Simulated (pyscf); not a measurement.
SeH• (SMILES [SeH]) + CH₄ (SMILES C) -> SeH• (SMILES [SeH]) + CH₄ (SMILES C) (four-centre exchange; doublet surface; H–Se, C–H broken, H–Se, C–H formed). Optimised with ωB97X-D3(BJ)/def2-SVP in PySCF. Correlated levels are frozen-core, on RHF or UHF. ΔMP2 is the change of the MP2 total energy from the triple- to the quadruple-zeta basis. Energies in kcal/mol from the separated reactants.

```json
[
 {"level": "r²SCAN/def2-TZVP", "barrier": "[?]", "reaction energy": "0.0"},
 {"level": "M06-2X/def2-TZVP", "barrier": "72.2", "reaction energy": "0.0"},
 {"level": "ωB97M-D3(BJ)/def2-TZVP", "barrier": "73.0", "reaction energy": "0.0"},
 {"level": "HF/def2-TZVP", "barrier": "91.7", "reaction energy": "0.0"},
 {"level": "MP2/def2-QZVPP", "barrier": "72.3", "reaction energy": "0.0"},
 {"level": "CCSD/def2-TZVPP", "barrier": "78.7", "reaction energy": "0.0"},
 {"level": "CCSD(T)/def2-TZVPP + ΔMP2(QZVPP)", "barrier": "[?]", "reaction energy": "0.0"}
]
```

Question: Fill in the missing entries.

Answer: 
- r²SCAN/def2-TZVP, barrier: 65.6
- CCSD(T)/def2-TZVPP + ΔMP2(QZVPP), barrier: 74.3

The same reactants have a lower exit, to H₃C–SeH + H• (barrier +58.4 kcal/mol at ωB97M-D3(BJ)/def2-TZVP, against +73.0 kcal/mol here). This is the saddle that the search found; another between the same sides may lie lower. The CCSD(T) − MP2 part came from Ansatz, without density fitting, on the same reference. The frozen core leaves the outer d or s,p core shells of the metals and heavy elements correlated in the MP2 and CC values, and def2-TZVPP describes them poorly, which can shift differences by a few kcal/mol. Left out: the spin-orbit lowering of SeH, which is large for Br, Se, Te and I. Elements up to Kr have no core potential and no relativistic terms here.
